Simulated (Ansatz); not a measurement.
Ansatz (a first-principles code) input (r2SCAN/cc-pVDZ):

Ansatz 0.2 input:
```yaml
crystal:
  periodic: [false, false, false]
  atoms:
    - {symbol: O, position_ang: [0.00702152, 0.00134342, 0.11666744]}
    - {symbol: H, position_ang: [-0.04995842, 0.75929218, -0.47415850]}
    - {symbol: H, position_ang: [-0.00621371, -0.77003954, -0.45918106]}
basis:
  gaussian:
    orbitals: cc-pVDZ
hamiltonian:
  xc: {name: r2SCAN}
magnetization: {spin_polarized: false}
```

Output:

```
Functional definition: r2SCAN
integrals: 0.00 GiB planned
251 factors; their error is unknown
mean field: 0.07 GiB planned
mean field evaluation 1: about -2074.6969 eV, gradient 4.8e1 eV
mean field evaluation 2: about -2070.0503 eV, gradient 6.9e1 eV
mean field evaluation 4: about -2078.4551 eV, gradient 2.1e-1 eV
mean field evaluation 8: about -2078.4434 eV, gradient 3.2e-4 eV
mean field -2078.44339146 eV, -76.3813858167 hartree, gradient 3.4e-5 eV, S^2 0.000000; 0 other end points of the search recorded, 0 dependent functions left out
reference -2078.44339617 eV, -76.3813859898 hartree; 5, 5 occupied and 19, 19 virtual orbitals, 251 factors
Total energy: -2078.44339617 eV, -76.3813859898 hartree
```
